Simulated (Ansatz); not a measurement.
Results of r²SCAN-D4 (Ansatz, a first-principles code, plane waves, PAW) for 1T (CdI2-type) TiTe2.

Run with plane-wave cutoff 560 eV, 18×18×10 k mesh (along the axes of the cell as run), Fermi–Dirac smearing 0.05 eV, no spin polarisation, scalar-relativistic PAW data made under PBE.

The cell is scaled about its equilibrium volume:

Shape and atoms are relaxed at each volume.

```
V (Å³/atom)  P (GPa)  c (Å)  a (Å)
-----------  -------  -----  -----
26.575          1.22  6.510  3.760
27.128          0.55  6.594  3.775
27.682          0.00  6.682  3.788
28.236         -0.40  6.786  3.797
28.789         -0.68  6.899  3.802
```

Note: the bulk modulus comes from volumes at which shape and atoms were relaxed.
